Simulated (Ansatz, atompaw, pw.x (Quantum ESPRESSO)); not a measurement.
pw.x on bcc Al: one setting changed

Potential: PAW, atompaw 4.2.0.5, PBEsol; core [Ne], reference 3s2 3p1; waves: 3s (bound): rc 1.85 bohr; 3s channel at 1.75 Ry: rc 1.90 bohr; 3p (bound): rc 1.90 bohr; 3p channel at 1.6 Ry: rc 1.90 bohr; local part: ultrasoft scheme with l = 2 at -0.5 Ry, radius 1.85 bohr; core correction: smooth core density matched at 1.25 bohr; augmentation: besselshape compensation charge, radius 1.40 bohr; PAW radius 1.90 bohr; waves and projectors: custom rrkj gramschmidtortho.

The reference run (k-mesh 14³, cutoffs 40/400 Ry, Fermi–Dirac 0.01 Ry, mixing_beta 0.4, conv_thr 1e-9, no spin) gives 0.03 GPa at 16.575 Å³/atom, where all-electron LAPW gives 0.16 GPa. This run, with its own iteration cap, changes ecutrho/ecutwfc to 2.

```
&control
  calculation='scf', prefix='x', pseudo_dir='./', outdir='./tmp', tstress=.true., disk_io='none'
/
&system
  ibrav=0, nat=1, ntyp=1, ecutwfc=40, ecutrho=80, nbnd=8,
  occupations='smearing', smearing='fd', degauss=0.01
/
&electrons
  conv_thr=1e-09, mixing_beta=0.4, electron_maxstep=50
/
ATOMIC_SPECIES
Al 1.0 Al.UPF
CELL_PARAMETERS angstrom
  -1.60619344 1.60619344 1.60619344
  1.60619344 -1.60619344 1.60619344
  1.60619344 1.60619344 -1.60619344
ATOMIC_POSITIONS crystal
Al 0.0000 0.0000 0.0000
K_POINTS automatic
14 14 14 0 0 0
```

```bash
pw.x < Al.scf.in > Al.scf.out
```

Q: How does the run end?

A: It converges in 5 iterations; the free energy moves by -3.4 meV/atom and the pressure by +0.32 GPa. Below 4 the density is truncated and F is no longer variational, so a small shift in one case is no licence.

```
Message from routine set_cutoff:
     ecutrho < 4*ecutwfc, are you sure?
     Message from routine setup:
     using ibrav=0 with symmetry is DISCOURAGED, use correct ibrav instead
     lattice parameter (alat)  =       5.2572  a.u.
     unit-cell volume          =     111.8536 (a.u.)^3
     number of electrons       =         3.00
     number of Kohn-Sham states=            8
     kinetic-energy cutoff     =      40.0000  Ry
     charge density cutoff     =      80.0000  Ry
     scf convergence threshold =      1.0E-09
     Exchange-correlation= SLA PW PSX PSC
     number of k points=   104  Fermi-Dirac smearing, width (Ry)=  0.0100
     negative rho (up, down):  6.329E-03 0.000E+00
     iteration #  1     ecut=    40.00 Ry     beta= 0.40
     negative rho (up, down):  5.383E-03 0.000E+00
     total energy              =     -38.51102164 Ry
     estimated scf accuracy    <       0.00498217 Ry
     iteration #  2     ecut=    40.00 Ry     beta= 0.40
     negative rho (up, down):  4.174E-03 0.000E+00
     total energy              =     -38.51040537 Ry
     estimated scf accuracy    <       0.00159460 Ry
     iteration #  3     ecut=    40.00 Ry     beta= 0.40
     negative rho (up, down):  4.206E-03 0.000E+00
     total energy              =     -38.51045216 Ry
     estimated scf accuracy    <       0.00000114 Ry
     iteration #  4     ecut=    40.00 Ry     beta= 0.40
     negative rho (up, down):  4.213E-03 0.000E+00
     total energy              =     -38.51045258 Ry
     estimated scf accuracy    <          5.3E-09 Ry
     iteration #  5     ecut=    40.00 Ry     beta= 0.40
     negative rho (up, down):  4.219E-03 0.000E+00
     the Fermi energy is     7.8355 ev
!    total energy              =     -38.51045258 Ry
     estimated scf accuracy    <          1.6E-10 Ry
     smearing contrib. (-TS)   =      -0.00173424 Ry
     The total energy is F=E-TS. E is the sum of the following terms:
     one-electron contribution =       3.15796499 Ry
     hartree contribution      =       0.00603806 Ry
     xc contribution           =      -4.33890685 Ry
     ewald contribution        =      -5.39542573 Ry
     one-center paw contrib.   =     -31.93838880 Ry
     convergence has been achieved in   5 iterations
     negative rho (up, down):  4.219E-03 0.000E+00
          total   stress  (Ry/bohr**3)                   (kbar)     P=        3.56
     Message from routine punch:
     Nothing written, as per user request (disk_io='none')
```

The run took about 1.6 s on one core of a shared host (Intel(R) Xeon(R) 6975P-C, 192 threads, 378 GiB, load 108).
